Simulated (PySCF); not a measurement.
# EPR parameters of C6H7

Species: C6H7 (doublet state).
Structure used (GFN2-xTB), in Å, numbered top down from 1:
```
atom  x, y, z in Å
C1     1.4548   -0.6892   -0.1238
C2     0.1695   -0.1679    0.5099
C3     0.0684    1.3501    0.4869
C4    -1.0523    1.6568   -0.1416
C5    -1.7759    0.4974   -0.5989
C6    -1.0737   -0.5825   -0.2306
H7     1.4590   -1.7775   -0.1174
H8     1.5275   -0.3479   -1.1537
H9     2.3235   -0.3330    0.4247
H10    0.1121   -0.5076    1.5502
H11    0.8088    1.9895    0.9246
H12   -2.7058    0.5256   -1.1357
H13   -1.3203   -1.6132   -0.4124
```

The species is `C[C@H]1C=[C]C=C1` [radical].

Theory: UKS B3LYP, pcH-1 on C H, non-relativistic, mean-field spin-orbit, GIAO (PySCF 2.14.0). Geometry: GFN2-xTB; no solvent, vibrations or thermal averaging. A GFN2-xTB geometry isn't a minimum of the functional, and hyperfine couplings can be far from their values at a DFT geometry. Stability of the SCF solution: not tested.

```
g1, g2, g3        : 2.00156, 2.00216, 2.00265
g_iso             : 2.00212
Form of g         : rhombic: the two nearest values differ by 45 % of g3 − g1
⟨S²⟩              : 0.7593 (exact 0.7500)
α and β electrons : 22, 21
Total energy      : -232.74231 Eh
Basis functions   : 220
```

Hyperfine couplings atom by atom, in 10⁻⁴ cm⁻¹; T1 to T3 are the principal values of the dipolar part (1 × 10⁻⁴ cm⁻¹ = 2.998 MHz):

```
atom  isotope  a_iso     T1     T2    T3  Mulliken spin population
  C1      13C   -0.9   -0.3   -0.2   0.5                      0.00
  C2      13C   20.9   -2.6   -2.2   4.7                      0.07
  C3      13C    6.0   -7.6    0.3   7.3                     -0.12
  C4      13C  141.9  -26.3  -19.8  46.0                      1.00
  C5      13C   15.9   -3.6   -1.6   5.1                     -0.03
  C6      13C   16.1   -1.5    0.3   1.2                      0.05
  H7       1H    3.3   -0.4   -0.2   0.6                      0.00
  H8       1H    0.8   -0.6   -0.4   1.0                      0.00
  H9       1H    0.0   -0.4   -0.3   0.7                      0.00
 H10       1H   -0.9   -1.3   -0.5   1.8                      0.00
 H11       1H   12.4   -2.2   -1.6   3.8                      0.02
 H12       1H    3.4   -2.2   -1.8   4.0                      0.00
 H13       1H    3.7   -0.9   -0.8   1.7                      0.01
```

Largest spin populations (Mulliken): C4 (+1.00), C3 (-0.12) and C2 (+0.07). C4 is the only atom above +0.15. The positive populations add up to 1.15 and the negative ones to -0.15, together 2S = 1.

Axes: g1 points within 11° of the C3–H11 bond.

Under fast tumbling the dipolar parts average out, and these isotropic splittings remain: 1 × 1H (H11, I = 1/2, 2 lines) with 1.33 mT, 1 × 1H (H13, I = 1/2, 2 lines) with 0.40 mT, 1 × 1H (H12, I = 1/2, 2 lines) with 0.37 mT, 3 × 1H (H7/H8/H9, I = 1/2, 4 lines) with 0.15 mT and 1 × 1H (H10, I = 1/2, 2 lines) with 0.10 mT.

Nuclei that the bonding pattern makes equivalent are averaged, as if the motion that swaps them (rotation, inversion, ring flip) were fast. The three 1H nuclei of mean +4.2 MHz run from 0.1 to 10.0 MHz in the frozen geometry.

The 13C coupling of C4 (425.3 MHz) shows only in satellite lines or after enrichment, since that isotope makes up about 1.07 % of natural carbon.

The run took 28 s of wall time (grids of density and orbitals included) on one thread of an Arm Neoverse V2, no GPU, shared host with 96 logical CPUs at a one-minute load of 46, and the process peaked at 0.88 GiB of memory.
